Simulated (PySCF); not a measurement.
H2O, SMILES O. Geometry optimised at B3LYP-D3(BJ)/def2-TZVPD.

PySCF 2.14.0 with TDDFT-PBE/def2-TZVPD puts the lowest singlet excitations at 6.73, 8.27, 8.84, 9.18, 9.43, 10.40 eV.

Problem. What are the lowest excitation roots from ADC(3)/aug-cc-pVDZ run with PySCF? (The exact figures need the calculation; the answer reports its results.)

Solution. 7.82, 9.61, 10.21, 11.46, 12.14, 12.31 eV. S1 differs by 1.09 eV (second minus first; roots are paired by order, and the bases may differ).
